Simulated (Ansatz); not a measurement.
# NH₃+ (doublet): from Hartree-Fock to the top rungs, def2-QZVPP

An exercise on one series of results from a longer session: the logs are not shown, and one member is left open.

Method: def2-QZVPP, core rule «outside noble gas», up to 1 orbitals frozen; program: Ansatz 0.2.0, Gaussian basis.

The runs, in order: UHF; ROHF; CCSD(T) on UHF.

2 further runs of the same task are left out: 2 set aside as unsound or not needed.

### What is computed

The geometry is a PBE0/def2-TZVP stationary point (not a proven minimum) of the parent state, kept for this charge and spin.

4 atoms, charge 1, spin multiplicity 2.

Atoms are counted from 1 here; the program's logs count them from 0.

Bond lengths: N1–H2 1.012 Å, N1–H3 1.012 Å, N1–H4 1.012 Å. Angles: H2–N1–H3 107.1°, H2–N1–H4 107.1°, H3–N1–H4 107.1°.

The first run:

Input file in.yaml:

```yaml
crystal:
  periodic: [false, false, false]
  atoms:
    - {symbol: N, position_ang: [0.000346, -0.000071, -0.066679]}
    - {symbol: H, position_ang: [0.938533, 0.012953, 0.313733]}
    - {symbol: H, position_ang: [-0.482601, 0.808210, 0.305505]}
    - {symbol: H, position_ang: [-0.460745, -0.820176, 0.307354]}
basis:
  gaussian: {orbitals: "def2-QZVPP.json"}
total_charge: 1
magnetization: {spin_polarized: true, initial_magnetization: 1}
hamiltonian: {xc: hf}
output: {orbitals: {seedname: orbitals}}
```

Launch:

```console
ansatz run in.yaml --threads 1 --pin off --events-out ev --progress --plain --max-ram 2393MiB
```

Among the steps run: UHF; ROHF; CCSD(T) on UHF.

One table of the session follows, with a row left open; its other results are not shown here.

```
  method  from UCCSD(T) (kcal/mol)
    ROHF                   +136.50
     UHF                         ?
    UMP2                    +13.66
   UCCSD                     +3.34
UCCSD(T)                         0
```

Q: Estimate the row for UHF from the others.

As computed: from UCCSD(T) (kcal/mol): +133.97. In the column «from UCCSD(T) (kcal/mol)» it lies between UMP2 (+13.66) and ROHF (+136.50).
